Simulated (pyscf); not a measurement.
`[CH3][CH2][CH2][AlH][CH3]` -> `[CH3][AlH2]` + `[CH2]=[CH][CH3]`, an elimination (singlet surface; C–H, Al–C broken, Al–H formed). PySCF, gas phase, ωB97X-D3(BJ)/def2-SVP geometries. Energies in kJ/mol from the reactant's lowest minimum found.

Small-basis levels: PySCF, no dispersion term, spherical d functions. AM1 to PM7: differences of heats of formation from MOPAC. Cost: rough CPU time at the saddle relative to B3LYP/6-31G*, from one job on a shared machine.

```
level                   barrier  reaction energy        cost
----------------------  -------  ---------------  ----------
BP86/6-31G*               106.0           +118.9           1
PBE/6-31G*                105.1           +130.1           1
B3LYP/STO-3G              226.1           +232.3         0.5
B3LYP/LANL2DZ             145.9           +114.7         0.7
B3LYP/6-31G*              123.6           +112.0           1
M06-2X/6-31G*             126.1           +144.4           3
B3LYP/6-311+G**           122.9           +101.8           2
PBE/def2-SVP              104.0           +128.2           2
PM3                        83.7           +150.2  under 0.02
ωB97M-D3(BJ)/def2-TZVP    124.2           +124.9           –
```

Against the last row the barrier runs from -40.5 (PM3) to +101.9 kJ/mol (B3LYP/STO-3G). ωB97M-D3(BJ)/def2-TZVP has limits of its own. On the product side the descent ends in a bound adduct, 63.5 kJ/mol under the separated species and 52.3 kJ/mol under the saddle at ωB97X-D3(BJ)/def2-TZVP. At ωB97M-D3(BJ) the saddle lies under the separated products, which points to a path from their complex (located at ωB97X-D3(BJ) alone), and parting the products costs more than the saddle. At the saddle there is also a short Al–C contact that neither side keeps. H₃C–CH₂–CH₂–AlH–CH₃ lies 41.1 kJ/mol over its isomer H₃C–CH₂–Al(CH₃)–CH₃ (electronic energy, ωB97M-D3(BJ)). One saddle was located; it need not be the lowest between these sides.
